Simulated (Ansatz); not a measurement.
System: graphite. Method: PBEsol (Ansatz, a program for electronic structure, plane waves, PAW).

Rigid layers of the crystal as relaxed at this level are moved apart or together:

| run | k mesh | layer repeat (Å) | energy against free layers (meV/Å²) | gap on the mesh (eV) |
|---|---|---|---|---|
| 1 | 18×18×6 | 3.055 | 5.69 | 0.000 |
| 2 | 18×18×6 | 3.205 | 1.37 | 0.000 |
| 3 | 18×18×6 | 3.355 | -0.68 | 0.000 |
| 4 | 18×18×6 | 3.555 | -1.56 | 0.000 |
| 5 | 18×18×6 | 3.855 | -1.38 | 0.000 |
| 6 | 18×18×4 | 4.355 | -0.65 | 0.000 |
| 7 | 18×18×4 | 5.355 | -0.14 | 0.000 |
| 8 | 18×18×4 | 7.355 | 0.00 | 0.000 |

The lowest energy of these points lies at a layer repeat of 3.56 Å.

Note: the cell comes from a level without a dispersion term, which matters for the spacing of layers, chains or molecules.
